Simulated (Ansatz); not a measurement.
Relaxation of C4H7NS (13 atoms, charge 0, multiplicity 1), to a largest force component of 0.015 eV/Å in at most 40 steps.

These are results of RKS BLYP-D4/cc-pVDZ (Ansatz), not measurements.

```xyz
13
Properties=species:S:1:pos:R:3
C -1.527 -1.285 -0.066
C -0.448 -0.616 0.278
C 0.850 -1.315 0.311
S -0.438 1.069 0.763
C -1.228 1.015 2.283
N -1.530 2.162 2.840
H -2.511 -0.734 -0.084
H -1.535 -2.270 -0.373
H 1.318 -1.244 1.373
H 0.791 -2.376 0.091
H 1.578 -0.868 -0.360
H -1.520 0.089 2.733
H -1.129 2.914 2.253
```

Where does it end, and by what steps?

The forces met the threshold. After 13 steps the energy has fallen by 0.648 eV; H12 moved furthest, 0.46 Å.

```json
{"step": "0", "energy less start (eV)": "0.0000", "largest force component (eV/Å)": "3.188", "accepted": "yes"}
{"step": "1", "energy less start (eV)": "-0.3932", "largest force component (eV/Å)": "1.901", "accepted": "yes"}
{"step": "2", "energy less start (eV)": "-0.4779", "largest force component (eV/Å)": "1.897", "accepted": "yes"}
{"step": "3", "energy less start (eV)": "-0.6005", "largest force component (eV/Å)": "1.019", "accepted": "yes"}
{"step": "4", "energy less start (eV)": "-0.6327", "largest force component (eV/Å)": "0.437", "accepted": "yes"}
{"step": "5", "energy less start (eV)": "-0.6405", "largest force component (eV/Å)": "0.152", "accepted": "yes"}
{"step": "6", "energy less start (eV)": "-0.6431", "largest force component (eV/Å)": "0.141", "accepted": "yes"}
{"step": "7", "energy less start (eV)": "-0.6457", "largest force component (eV/Å)": "0.076", "accepted": "yes"}
{"step": "8", "energy less start (eV)": "-0.6471", "largest force component (eV/Å)": "0.124", "accepted": "yes"}
{"step": "9", "energy less start (eV)": "-0.6479", "largest force component (eV/Å)": "0.085", "accepted": "yes"}
{"step": "10", "energy less start (eV)": "-0.6482", "largest force component (eV/Å)": "0.042", "accepted": "yes"}
{"step": "11", "energy less start (eV)": "-0.6482", "largest force component (eV/Å)": "0.028", "accepted": "yes"}
{"step": "12", "energy less start (eV)": "-0.6481", "largest force component (eV/Å)": "0.083", "accepted": "no"}
{"step": "13", "energy less start (eV)": "-0.6483", "largest force component (eV/Å)": "0.008", "accepted": "yes"}
```

```xyz
13
Properties=species:S:1:pos:R:3
C -1.522 -1.218 0.145
C -0.300 -0.697 0.384
C 1.003 -1.442 0.194
S -0.081 1.007 0.973
C -1.418 1.169 2.197
N -1.812 2.242 2.768
H -2.444 -0.632 0.245
H -1.618 -2.269 -0.166
H 1.540 -1.559 1.158
H 0.821 -2.443 -0.243
H 1.683 -0.888 -0.486
H -1.877 0.194 2.456
H -1.304 3.079 2.417
```

Run time: 23 s on 2 threads of Intel(R) Xeon(R) 6975P-C (Granite Rapids), with other jobs on the host, peak memory 0.19 GiB.
